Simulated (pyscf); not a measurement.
## Four-centre exchange: H₃C–SiH•–CH₃ + hydrogen chloride (HCl) → H₃C–Si•(CH₃)–Cl + hydrogen (H₂)

Gas phase, doublet surface, charge 0. Bonds broken: Si2–H8, H7–Cl12. Bonds formed: Si2–Cl12, H7–H8. Structures and frequencies: ωB97X-D3(BJ)/def2-SVP in PySCF.

Transition state (Å):

```xyz
12

C     -1.4345    -0.6910    -1.0741
Si    -0.5370    -0.2109     0.5323
C     -1.3985     1.2275     1.3806
H     -2.3703    -1.2095    -0.8051
H     -0.8327    -1.3820    -1.6839
H     -1.6859     0.1973    -1.6782
H      1.1623     0.5207     0.3308
H      0.5953     0.7185    -0.3760
H     -0.7504     1.6449     2.1642
H     -2.3241     0.8632     1.8563
H     -1.6688     2.0201     0.6641
Cl     1.7314    -0.1026     1.7968
```

One imaginary mode, 880i cm⁻¹; descent along it reached the two sides named.

```csv
bond,change,reactant side (Å),saddle,product side
Si2–H8,breaks,1.508,1.724,4.0
H7–Cl12,breaks,1.286,1.692,2.9
Si2–Cl12,forms,3.7,2.599,2.092
H7–H8,forms,2.091,0.928,0.761
```

Electronic energies relative to the separated reactants (kJ/mol):

| level | barrier | reaction energy | reverse barrier |
|---|---|---|---|
| ωB97X-D3(BJ)/def2-TZVP | 106.4 | -102.1 | 208.5 |
| PBE/def2-TZVP | 76.0 | -90.7 | 166.7 |
| r²SCAN/def2-TZVP | 85.3 | -97.8 | 183.2 |
| B3LYP-D3(BJ)/def2-TZVP | 96.8 | -95.2 | 192.0 |
| PBE0-D3(BJ)/def2-TZVP | 89.7 | -92.4 | 182.1 |
| M06-2X/def2-TZVP | 102.1 | -100.6 | 202.7 |
| ωB97M-D3(BJ)/def2-TZVP | 105.1 | -91.3 | 196.4 |
| HF/def2-TZVP | 186.7 | -76.6 | 263.3 |

With ωB97M-D3(BJ)/def2-TZVP energies and thermal terms (ideal gas, 1 atm, RRHO with modes under 100 cm⁻¹ raised to 100, one conformer, R ln 2 for rigid chiral ones), in kJ/mol:

| T (K) | ΔH‡ | ΔG‡ | ΔH | ΔG |
|---|---|---|---|---|
| 298 | 102.0 | 142.7 | -95.9 | -89.0 |
| 600 | 101.9 | 184.0 | -92.7 | -83.3 |
| 900 | 103.3 | 224.8 | -90.7 | -79.1 |
| 1200 | 105.2 | 265.1 | -89.7 | -75.4 |

This is the saddle that the search found; another between the same sides may lie lower.
